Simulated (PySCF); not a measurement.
**CN⁻ at M06-2X**

Level: M06-2X. basis C def2-TZVPPD, N def2-TZVPPD; no relativity; PySCF 2.14.

```json
{
 "state": "¹Σ⁺ (singlet), closed shell",
 "bond length": "1.167 Å",
 "harmonic wavenumber": "2195 cm⁻¹",
 "force constant": "18.3 mdyn/Å",
 "rotational constant Be": "1.917 cm⁻¹",
 "anharmonicity ωexe": "10.8 cm⁻¹",
 "vibration–rotation constant αe": "0.0149 cm⁻¹",
 "well depth De to C⁻ + N": "1024 kJ/mol",
 "dissociation energy D0": "1011 kJ/mol",
 "HOMO–LUMO gap": "8.83 eV",
 "bond order (Mayer)": "2.52",
 "dipole moment (positive dipole points towards N; it is taken about the centre of mass and depends on that origin)": "0.60 D"
}
```

For an ion De counts to the pair picked by the measured ionisation energies or electron affinities, which need not be the lowest pair at this level.
